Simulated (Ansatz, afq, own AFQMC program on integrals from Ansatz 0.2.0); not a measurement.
**CH2O, triplet → CH$_{2}$O, singlet**

```xyz
4

O     0.0000    0.0000    0.6438
C     0.0000    0.0000   -0.6606
H     0.0000   -0.9567   -1.1734
H     0.0000    0.9567   -1.1734
```

Connectivity, by distances: O–CH2.

E(singlet, charge +0) − E(triplet, charge +0) at this geometry, on UHF and RHF determinants.

Basis cc-pVDZ. Only valence electrons are correlated. Ansatz 0.2.0 and our own AFQMC program on the same integrals; the CISD trial comes from CCSD amplitudes, and released means the phaseless constraint is let go. Uncertainties: one standard error, sampling alone. The errors of all members are added in quadrature.

No full CI on the walks' own integrals is used here; CCSDT(Q) serves as the reference and is uncertain by about the last step of the cluster series. Each member takes its own surest rung, up to full CI.

The best estimate is CCSD(T) at the basis-set limit (CBS: def2-TZVPP and def2-QZVPP, with their diffuse functions for anions and beside diffuse sets, CCSD(T) itself extrapolated) plus the step from CCSD(T) to CCSDT(Q) in cc-pVDZ. Rows without CBS are in cc-pVDZ, the functionals in def2-TZVP; B2PLYP and the wave-function rows carry a basis error of their own. Core correlation and relativity beyond core potentials are missing, and ± holds the sampling alone.

Cautions: CH₂O (triplet): another spin lies lower; CH₂O (singlet): restricted determinant unstable towards unrestricted (UHF 128 meV lower, ⟨S²⟩ 0.34), its ph-AFQMC/CISD value lies 18 ± 5 meV above CCSDTQ.

Q: Estimate: order these levels by their error in the vertical spin gap against the best estimate, smallest first.
A. B2PLYP
B. HF
C. CCSD
D. MP2

A: A (0.132 eV), C (0.185 eV), D (0.274 eV), B (1.543 eV).

Best estimate: -2.998 eV.

Best estimates are given only where the step beyond CCSD(T) is under 0.3 eV and no member's determinant is very poor (T1 over 0.05, or 0.07 for open shells, ⟨S²⟩ too high by 0.3, two states mixed), so the hardest cases are missing from such tables.

Each member of a difference takes its own highest rung, so a best estimate needn't equal the limit plus the step of one row. A walk keeps the symmetry of its determinant, which the program's search chose and which needn't be the lowest solution, so a lower state of the same spin and another symmetry isn't excluded.
